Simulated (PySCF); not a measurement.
**CCSDT(Q)/STO-3G run of [AlH4]− (SMILES [AlH4-])**

Aim: the energy change on altering one bond length of [AlH4]− at CCSDT(Q)/STO-3G, from 2 runs. The job is set up through a Python script.

The results are computed with PySCF 2.14.0.

11 further runs of the same task are left out: 11 set aside as unsound or not needed.

## 1. The system as given

[AlH4]−: 5 atoms, total charge -1, spin state singlet. SMILES: `[AlH4-]`. Geometry: a GFN2-xTB relaxation, a rough one for these elements and not checked as a minimum.

Bond lengths: Al1–H2 1.628 Å, Al1–H3 1.628 Å, Al1–H4 1.628 Å, Al1–H5 1.627 Å. Angles: H2–Al1–H3 109.4°, H2–Al1–H4 109.5°, H2–Al1–H5 109.4°, H3–Al1–H4 109.5°, H3–Al1–H5 109.4°, H4–Al1–H5 109.6°.

## 2. A single-point energy at CCSDT(Q)/STO-3G

The input, calc.py:

```python
# [AlH4-]
from pyscf import gto, cc

mol = gto.Mole()
mol.atom = '''
Al  -0.000020   0.000060  -0.001080
H    1.443510  -0.504270   0.556410
H   -1.182970  -0.604500   0.939130
H   -0.203840  -0.517130  -1.530710
H   -0.056670   1.625850   0.036250
'''
mol.spin = 0
mol.verbose = 3
mol.basis = 'sto-3g'
mol.max_memory = 1860
mol.charge = -1
mol.build()

mf = mol.RHF()
mf.conv_tol = 1e-10
mf.kernel()
if not mf.converged:
    mf = mf.newton().run(mf.mo_coeff, mf.mo_occ)

mycc = cc.CCSDT(mf, frozen=5)
mycc.kernel()
e_bracket, e_q = mycc.ccsdt_q()
e_final = mycc.e_tot + e_q
print('E = %.10f Eh' % e_final)
```

The run is started by

```
$ OMP_NUM_THREADS=1 python calc.py
```

The program printed:

```text
converged SCF energy = -241.147237562435
_make_eris_incore_RCCSDT

WARN: A large `blksize` is being used, which may cause large memory consumption
      for storing contraction intermediates. If memory is sufficient, consider using
      `pyscf.cc.rccsdt_highm.RCCSDT` instead.

WARN: A large `blksize_oovv` is being used, which may cause large memory consumption
      for storing contraction intermediates. If memory is sufficient, consider using
      `pyscf.cc.rccsdt_highm.RCCSDT` instead.

WARN: A large `blksize_oooo` is being used, which may cause large memory consumption
      for storing contraction intermediates. If memory is sufficient, consider using
      `pyscf.cc.rccsdt_highm.RCCSDT` instead.

RCCSDT converged
E(RCCSDT) = -241.2075059973596   E_corr = -0.0602684349244406
E_corr(same-spin) = -0.000506806219635771
E_corr(oppo-spin) = -0.0597616287048048
_make_eris_incore_RCCSDT
E = -241.2074765680 Eh
```

Run time: 1.1 s. Hardware: 1 thread of Arm Neoverse V1, shared host; peak memory 0.12 GiB.

## 3. The distorted shape at the same level

The input, run.py:

```python
from pyscf import gto, cc

system = gto.M(
    atom=[
    ('Al', (-2.598336, 0.907841, -1.004547)),
    ('H', (1.443510, -0.504270, 0.556410)),
    ('H', (-3.781286, 0.303281, -0.064337)),
    ('H', (-2.802156, 0.390651, -2.534177)),
    ('H', (-2.654986, 2.533631, -0.967217)),
],
    charge=-1,
    basis='sto-3g',
    verbose=4,
    max_memory=1860,
)

mf = system.RHF()
mf.conv_tol = 1e-10
mf.kernel()
if not mf.converged:
    mf = mf.newton().run(mf.mo_coeff, mf.mo_occ)

mycc = cc.CCSDT(mf, frozen=5)
mycc.kernel()
e_bracket, e_q = mycc.ccsdt_q()
etot = mycc.e_tot + e_q
print('E(%s) = %.9f' % ('CCSDT(Q)', etot))
```

The run is started by

```
$ OMP_NUM_THREADS=1 python run.py
```

The program printed:

```text
PySCF version 2.14.0

[INPUT] num. atoms = 5
[INPUT] num. electrons = 18
[INPUT] charge = -1
[INPUT] spin (= nelec alpha-beta = 2S) = 0
[INPUT] symmetry False subgroup None
[INPUT] Mole.unit = angstrom
[INPUT] Symbol           X                Y                Z      unit          X                Y                Z       unit  Magmom
[INPUT]  1 Al    -2.598336000000   0.907841000000  -1.004547000000 AA   -4.910143419598   1.715570854651  -1.898318709253 Bohr   0.0
[INPUT]  2 H      1.443510000000  -0.504270000000   0.556410000000 AA    2.727838558071  -0.952932192834   1.051462512969 Bohr   0.0
[INPUT]  3 H     -3.781286000000   0.303281000000  -0.064337000000 AA   -7.145594938652   0.573118028784  -0.121579309676 Bohr   0.0
[INPUT]  4 H     -2.802156000000   0.390651000000  -2.534177000000 AA   -5.295307398307   0.738223400287  -4.788900481172 Bohr   0.0
[INPUT]  5 H     -2.654986000000   2.533631000000  -0.967217000000 AA   -5.017196404554   4.787868690708  -1.827775233023 Bohr   0.0

nuclear repulsion = 15.0863906696982
number of shells = 9
number of NR pGTOs = 39
number of NR cGTOs = 13
basis = sto-3g
ecp = {}

[... 37 lines left out ...]
converged SCF energy = -240.850299207039
[... 16 lines left out ...]
WARN: A large `blksize` is being used, which may cause large memory consumption
[... 3 lines left out ...]
WARN: A large `blksize_oovv` is being used, which may cause large memory consumption
[... 3 lines left out ...]
WARN: A large `blksize_oooo` is being used, which may cause large memory consumption
[... 13 lines left out ...]
Init t2, MP2 energy = -240.909824880809  E_corr(MP2) -0.059525673770
[... 24 lines left out ...]
RCCSDT converged
[... 5 lines left out ...]
E(CCSDT(Q)) = -240.902351229
```

Run time: 1 s. Hardware: 1 thread of Arm Neoverse V1, shared host; peak memory 0.12 GiB.

## 4. Summary of results

Level: CCSDT(Q)/STO-3G, 5 core orbitals frozen.

| quantity | value |
| --- | --- |
| first shape: total energy | -241.20748 Eh |
| first shape: HOMO energy (Hartree–Fock orbitals) | -1.39 eV |
| first shape: LUMO energy (Hartree–Fock orbitals) | 22.04 eV |
| first shape: HOMO–LUMO gap (to an unbound level, set by the basis) | 23.42 eV |
| first shape: correlation energy (5 core orbitals frozen) | -60.2 mEh |
| first shape: T1 diagnostic | 0.008 |
| distorted shape: total energy | -240.90235 Eh |
| distorted shape: HOMO energy (Hartree–Fock orbitals) | 6.28 eV |
| distorted shape: LUMO energy (Hartree–Fock orbitals) | 10.00 eV |
| distorted shape: HOMO–LUMO gap (to an unbound level, set by the basis) | 3.72 eV |
| distorted shape: correlation energy (5 core orbitals frozen) | -52.1 mEh |
| distorted shape: T1 diagnostic | 0.120 |
| energy change with the Al1–H2 bond stretched from 1.628 to 4.557 Å | 8.303 eV |

In words: With the Al1–H2 bond stretched from 1.628 to 4.557 Å the energy rises by 8.30 eV (191 kcal/mol). The first shape isn't relaxed at this level, so the change isn't measured from a minimum. The minimal basis adds a large error of its own. Mulliken charges (first shape) of the mean-field density run from -0.42 on H3 to +0.68 on Al1; they depend strongly on the basis. The T1 diagnostic (distorted shape) of 0.120 is above the customary mark for such species, so a single reference may not serve. Mulliken charges (distorted shape) of the mean-field density run from -0.84 on H2 to +0.80 on Al1. The HOMO (distorted shape) lies at positive energy, 6.28 eV: the electron is unbound at this level or held by a compact basis; values depend on the basis.
